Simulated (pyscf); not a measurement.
PySCF, gas phase, ωB97X-D3(BJ)/def2-SVP geometries.

Estimate by transition-state theory the rate constant of `[CH2][N]([CH3])[SiH3]` [doublet] + `[H][H]` → `[CH3][N]([CH3])[SiH3]` + `[H]` [doublet] (doublet surface; H–H broken, C–H formed) at 900 K, with ωB97M-D3(BJ)/def2-TZVP energies (ideal gas, 1 atm, RRHO with modes under 100 cm⁻¹ raised to 100, one conformer, R ln 2 for chiral ones without a mode under 150 cm⁻¹; no tunnelling).

The electronic barrier is 15.7 kcal/mol and the thermal terms add +25.8, so ΔG‡ = 41.5 kcal/mol. With k_BT/h = 1.88e+13 s⁻¹ and RT = 1.788 kcal/mol, and a volume of 1.23e-19 cm³ per molecule at 1 atm, k = 1.9e-16 cm³ molecule⁻¹ s⁻¹. Wigner's tunnelling factor for 1257i cm⁻¹ would be 1.17. A shift of 1 kcal/mol in the barrier changes k by a factor 1.7. This is the saddle that the search found; another between the same sides may lie lower. The angle at the transferred H is 176°.
